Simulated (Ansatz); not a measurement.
# BH3O (BH2(OH)) at 6 levels

Wanted: a comparison of 6 runs (HF/STO-3G, B2PLYP/STO-3G, UB3LYP/STO-3G, UPBE/STO-3G, UMP2/STO-3G, CCSDTQ/STO-3G) of BH3O (BH2(OH)). 

Program for the calculation: Ansatz 0.2.0.

45 further runs of the same task are left out: 1 that didn't finish, 44 set aside as unsound or not needed.

## Step 1: The structure to begin with

BH3O: 5 atoms, total charge 0, spin state singlet. SMILES: `[H]B([H])O`. The O4–B1 distance was set to 2.651 Å, away from the relaxed value. At this shape a bond of the SMILES string is far longer than usual.

Bond lengths: B1–H2 1.172 Å, B1–H3 1.182 Å, O4–H5 0.958 Å. Angles: H2–B1–H3 121.4°.

## Step 2: A single-point energy at HF/STO-3G (run 1)

The input, input.yaml:

```yaml
crystal:
  periodic: [false, false, false]
  atoms:
    - {symbol: B, position_ang: [0.701349, 1.523627, -0.391482]}
    - {symbol: H, position_ang: [1.833929, 1.611187, -0.678592]}
    - {symbol: H, position_ang: [-0.002531, 2.472507, -0.363682]}
    - {symbol: O, position_ang: [-0.159420, -0.918700, 0.174490]}
    - {symbol: H, position_ang: [-1.082200, -1.025180, 0.410320]}
basis:
  gaussian: {orbitals: STO-3G}
hamiltonian: {xc: hf}
accuracy: high
```

On the command line:

```bash
$ ansatz run input.yaml --threads 1 --pin off --max-ram 2610MiB --events-out events.jsonl --progress --plain --runs-dir runs
```

The log of the run:

```text
Warning: RAYON_NUM_THREADS=1 ignored (pool sized by the plan → 1); use --threads N
Functional definition: HF
  name "HF"
  exchange = exact_x
  correlation = 0
199 factors; integrals over basis functions are off by at most 4.5e-8 eV
mean field evaluation 1: about -2702.7094 eV, gradient 3.1e1 eV
mean field evaluation 2: about -2702.7191 eV, gradient 3.1e1 eV
mean field evaluation 4: about -2707.3032 eV, gradient 1.9e1 eV
mean field evaluation 8: about -2710.6196 eV, gradient 3.4e0 eV
mean field evaluation 16: about -2710.6649 eV, gradient 5.7e-7 eV
mean field -2710.66491278 eV, -99.6150981899 hartree, gradient 2.6e-8 eV, S^2 0.000000; 0 other end points of the search recorded, 0 dependent functions left out
reference -2710.66491278 eV, -99.6150981899 hartree; 8, 8 occupied and 5, 5 virtual orbitals, 199 factors
Total energy: -2710.66491278 eV, -99.6150981899 hartree
```

Wall time 0.06 s (1 thread of Arm Neoverse V1, shared host).

## Step 3: The energy at B2PLYP/STO-3G (run 2)

The input, in.yaml:

```yaml
crystal:
  periodic: [false, false, false]
  atoms:
    - symbol: B
      position_ang: [0.701349, 1.523627, -0.391482]
    - symbol: H
      position_ang: [1.833929, 1.611187, -0.678592]
    - symbol: H
      position_ang: [-0.002531, 2.472507, -0.363682]
    - symbol: O
      position_ang: [-0.159420, -0.918700, 0.174490]
    - symbol: H
      position_ang: [-1.082200, -1.025180, 0.410320]
basis:
  gaussian:
    orbitals: STO-3G
hamiltonian:
  xc: {name: B2PLYP}
correlation:
  frozen_orbitals: {B: 1, H: 0, O: 1}
accuracy: high
```

On the command line:

```bash
$ ansatz run in.yaml --threads 1 --pin off --max-ram 2610MiB --events-out events.jsonl --progress --plain --runs-dir runs
```

The log of the run:

```text
Warning: RAYON_NUM_THREADS=1 ignored (pool sized by the plan → 1); use --threads N
Functional definition: B2PLYP
  name "B2PLYP"
  parameter a = 0.53
  parameter c = 0.27
  exchange = (1 - a)*b88_x + a*exact_x
  correlation = (1 - c)*lyp_c + c*(mp2_os + mp2_ss)
199 factors; integrals over basis functions are off by at most 4.5e-8 eV
mean field evaluation 1: about -2713.2211 eV, gradient 3.1e1 eV
mean field evaluation 2: about -2713.2086 eV, gradient 3.1e1 eV
mean field evaluation 4: about -2715.4539 eV, gradient 2.6e1 eV
mean field evaluation 8: about -2716.7241 eV, gradient 2.3e1 eV
mean field evaluation 16: about -2721.7276 eV, gradient 4.4e-8 eV
mean field evaluation 32: about -2699.5493 eV, gradient 1.0e1 eV
mean field -2721.72757143 eV, -100.0216433967 hartree, gradient 6.5e-9 eV, S^2 0.000000; 0 other end points of the search recorded, 0 dependent functions left out; unrestricted orbitals would lower it
2 core orbitals not correlated: weight in the atoms' cores, before any rotation towards them, 1.000 or more for the frozen orbitals, at most 0.000 for the correlated occupied ones
reference -2721.72758835 eV, -100.0216440188 hartree; 6, 6 occupied and 5, 5 virtual orbitals, 199 factors
second order -6.08959853 eV of doubles, -0.00000000 eV of singles
Total energy: -2723.37177996 eV, -100.0820669458 hartree
```

It took 1.1 s on 1 thread of Arm Neoverse V1, shared host.

Runs 3 to 4 aren't shown in full; the table further down has their settings and results.

## Step 4: The energy at UMP2/STO-3G (run 5)

The input, run.yaml:

```yaml
crystal:
  periodic: [false, false, false]
  atoms:
    - {symbol: B, position_ang: [0.701349, 1.523627, -0.391482]}
    - {symbol: H, position_ang: [1.833929, 1.611187, -0.678592]}
    - {symbol: H, position_ang: [-0.002531, 2.472507, -0.363682]}
    - {symbol: O, position_ang: [-0.159420, -0.918700, 0.174490]}
    - {symbol: H, position_ang: [-1.082200, -1.025180, 0.410320]}
basis:
  gaussian:
    orbitals: STO-3G
magnetization:
  spin_polarized: true
  initial_magnetization: 0
correlation:
  method: mp2
  frozen_orbitals: {B: 1, H: 0, O: 1}
accuracy: high
```

On the command line:

```bash
$ ansatz run run.yaml --threads 1 --pin off --max-ram 2610MiB --events-out events.jsonl --progress --plain --runs-dir runs
```

The log of the run:

```text
Warning: RAYON_NUM_THREADS=1 ignored (pool sized by the plan → 1); use --threads N
[... 4 set-up lines as earlier in the session ...]
199 factors; integrals over basis functions are off by at most 4.5e-8 eV
mean field evaluation 1: about -2702.7094 eV, gradient 2.2e1 eV
mean field evaluation 2: about -2702.7191 eV, gradient 2.2e1 eV
mean field evaluation 4: about -2707.3032 eV, gradient 1.4e1 eV
mean field evaluation 8: about -2710.6196 eV, gradient 2.4e0 eV
mean field evaluation 16: about -2710.6649 eV, gradient 3.2e-7 eV
mean field evaluation 32: about -2714.9877 eV, gradient 2.9e-8 eV
mean field evaluation 64: about -2714.7904 eV, gradient 7.2e-3 eV
mean field evaluation 96: about -2715.0010 eV, gradient 3.9e-3 eV
mean field evaluation 128: about -2710.6649 eV, gradient 1.3e-6 eV
mean field -2714.98773240 eV, -99.7739588810 hartree, gradient 2.9e-8 eV, S^2 0.966730; 12 other end points of the search recorded, 0 dependent functions left out
2 core orbitals not correlated: weight in the atoms' cores, before any rotation towards them, 1.000 or more for the frozen orbitals, at most 0.000 for the correlated occupied ones
reference -2714.98773240 eV, -99.7739588810 hartree; 6, 6 occupied and 5, 5 virtual orbitals, 199 factors
second order -1.09217969 eV of doubles, -0.00000000 eV of singles
Total energy: -2716.07991210 eV, -99.8140957445 hartree
```

Run time: 0.18 s. Hardware: 1 thread of Arm Neoverse V1, shared host.

## Step 5: A single-point energy at CCSDTQ/STO-3G (run 6)

The input, in.yaml:

```yaml
crystal:
  periodic: [false, false, false]
  atoms:
    - {symbol: B, position_ang: [0.701349, 1.523627, -0.391482]}
    - {symbol: H, position_ang: [1.833929, 1.611187, -0.678592]}
    - {symbol: H, position_ang: [-0.002531, 2.472507, -0.363682]}
    - {symbol: O, position_ang: [-0.159420, -0.918700, 0.174490]}
    - {symbol: H, position_ang: [-1.082200, -1.025180, 0.410320]}
basis:
  gaussian:
    orbitals: STO-3G
correlation:
  method: ccsdtq
  frozen_orbitals: {B: 1, H: 0, O: 1}
accuracy: high
scf:
  omitted_lower_state_checks: [cluster_reference, increment]
```

On the command line:

```bash
$ ansatz run in.yaml --threads 1 --pin off --max-ram 2610MiB --events-out events.jsonl --progress --plain --runs-dir runs
```

The log of the run:

```text
Warning: RAYON_NUM_THREADS=1 ignored (pool sized by the plan → 1); use --threads N
[... 12 lines left out ...]
2 core orbitals not correlated: weight in the atoms' cores, before any rotation towards them, 1.000 or more for the frozen orbitals, at most 0.000 for the correlated occupied ones
[... 78 lines left out ...]
WARN: these amplitudes may be one of several solutions (largest doubles amplitude 0.66, level shift 10.12 eV)
Total energy: -2716.90910308 eV, -99.8445679510 hartree
Checks for a lower state left out: cluster_reference, increment
```

Wall time 4.8 s (1 thread of Arm Neoverse V1, shared host).

## Step 6: The series

```tsv
run	level	frozen core orbitals	energy (Eh)	wall time
1	HF/STO-3G	–	-99.615098	0.06 s
2	B2PLYP/STO-3G	2	-100.082067	1.1 s
3	UB3LYP/STO-3G	–	-100.266239	2.5 s
4	UPBE/STO-3G	–	-100.126538	2.8 s
5	UMP2/STO-3G	2	-99.814096	0.18 s
6	CCSDTQ/STO-3G	2	-99.844568	4.8 s
```

## Step 7: Results

| quantity | value |
| --- | --- |
| run 6: total energy | -99.84457 Eh |
| run 6: correlation energy (2 core orbitals frozen) | -229.5 mEh |
| run 6: T1 diagnostic | 0.041 |

**Reading.** Below the HF energy at the same shape and in the same basis (STO-3G): UMP2 -199.0 mEh; CCSDTQ -229.5 mEh. Some of these start from another determinant than that one, so these aren't their correlation energies. Totals of different functionals can't be ranked against each other. In runs 2, 6 the log says that unrestricted orbitals would lower the reference, so the values rest on an unstable closed-shell determinant (other closed-shell runs at this shape may share the fault). In runs 1, 2, 3, 4, 5, 6 the basis is minimal, so the values are rough. Spin contamination of the reference: run 5 ⟨S²⟩ = 0.97, run 3 ⟨S²⟩ = 0.79, run 4 ⟨S²⟩ = 0.62. Where it is this large, the reference is a mixture of spin states, and values that rest on it are in doubt. All runs together took 12 s, the longest 4.8 s.
